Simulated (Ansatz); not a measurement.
# C₄H₈Cl₂: up Jacob's ladder to CCSD(T)

The task here is to estimate one member of a computed series from the others.

The runs use Ansatz 0.2.0, Gaussian basis; functionals in def2-TZVPP, the program's frozen cores in correlated methods.

Levels to be run: PBE-D4, r2SCAN-D4, PBE0-D4, B3LYP-D4, ωB97X-V, ωB97M-V, B2PLYP; CCSD(T)/def2-TZVPP; MP2/def2-QZVPP; extrapolation to the limit.

1 further run of the same task is left out (set aside as unsound or not needed).

**The geometry**

An earlier PBE0-D4 in a triple-zeta def2 set relaxation fixed the geometry.

14 atoms, charge 0, spin multiplicity 1.

Atoms are counted from 1 here; the program's logs count them from 0.

Bond lengths: C1–C2 1.517 Å, C1–H7 1.091 Å, C1–H8 1.091 Å, C1–H9 1.093 Å, C2–C3 1.513 Å, C2–H10 1.095 Å, C2–H11 1.095 Å, C3–Cl4 1.800 Å, C3–C5 1.514 Å, C3–H12 1.092 Å, C5–Cl6 1.784 Å, C5–H13 1.088 Å, C5–H14 1.090 Å. Angles: C2–C1–H7 110.7°, C2–C1–H8 111.3°, C2–C1–H9 111.0°, H7–C1–H8 108.0°, H7–C1–H9 107.7°, H8–C1–H9 108.0°, C1–C2–C3 113.9°, C1–C2–H10 109.9°, C1–C2–H11 110.6°, C3–C2–H10 106.8°, C3–C2–H11 108.5°, H10–C2–H11 106.9°, C2–C3–Cl4 110.5°, C2–C3–C5 114.2°, C2–C3–H12 110.8°, Cl4–C3–C5 105.9°, Cl4–C3–H12 105.4°, C5–C3–H12 109.6° and more.

Set-up of the first run:

in.yaml reads:

```yaml
crystal:
  periodic: [false, false, false]
  atoms:
    - {symbol: C, position_ang: [0.293901, -0.207874, 1.928953]}
    - {symbol: C, position_ang: [0.543987, 0.234208, 0.499899]}
    - {symbol: C, position_ang: [-0.479459, -0.280927, -0.488164]}
    - {symbol: Cl, position_ang: [-0.380089, -2.073518, -0.620135]}
    - {symbol: C, position_ang: [-0.306093, 0.248483, -1.895670]}
    - {symbol: Cl, position_ang: [-0.636306, 2.000413, -1.959489]}
    - {symbol: H, position_ang: [1.043758, 0.215021, 2.599844]}
    - {symbol: H, position_ang: [0.333149, -1.294654, 2.020879]}
    - {symbol: H, position_ang: [-0.688071, 0.124543, 2.276329]}
    - {symbol: H, position_ang: [0.521176, 1.326816, 0.438180]}
    - {symbol: H, position_ang: [1.538022, -0.081913, 0.166983]}
    - {symbol: H, position_ang: [-1.493040, -0.072417, -0.140256]}
    - {symbol: H, position_ang: [-1.003776, -0.230949, -2.578406]}
    - {symbol: H, position_ang: [0.712851, 0.092768, -2.248948]}
basis:
  gaussian: {orbitals: def2-TZVPP}
hamiltonian: {xc: pbe, dispersion: d4}
output: {forces: true, orbitals: {seedname: orbitals}}
```

Command:

```
$ ansatz run in.yaml --threads 2 --pin off --events-out ev --progress --plain --max-ram 32768MiB --backend cuda --devices 0, --max-vram 18GiB
```

Steps of the session up to this table: PBE-D4 (GGA); r2SCAN-D4 (meta-GGA); PBE0-D4 (hybrid); B3LYP-D4 (hybrid); ωB97X-V (range-separated); ωB97M-V (range-separated); B2PLYP (double hybrid); CCSD(T) in def2-TZVPP; MP2 in def2-QZVPP.

One of the session's tables, all rows but one given; the rest of the session is left out.

```
            method  atomisation energy (kJ/mol)
            PBE-D4                       5398.4
         r2SCAN-D4                            ?
           PBE0-D4                       5331.1
          B3LYP-D4                       5266.4
           ωB97X-V                       5290.6
           ωB97M-V                       5300.7
            B2PLYP                       5215.7
     HF/def2-TZVPP                       3934.0
    MP2/def2-TZVPP                       5240.4
   CCSD/def2-TZVPP                       5082.3
CCSD(T)/def2-TZVPP                       5158.7
           MP2/CBS                       5363.7
       CCSD(T)/CBS                       5282.0
```

Estimate the missing values for r2SCAN-D4.

The run gave: atomisation energy (kJ/mol): 5299.9. In the column «atomisation energy (kJ/mol)» it lies between ωB97X-V (5290.6) and ωB97M-V (5300.7).

Limits of these values: Free atoms (4 C, 2 Cl, 8 H) were run apart at each level; the atomisation energy is their sum less the molecule, without zero-point or spin-orbit terms.
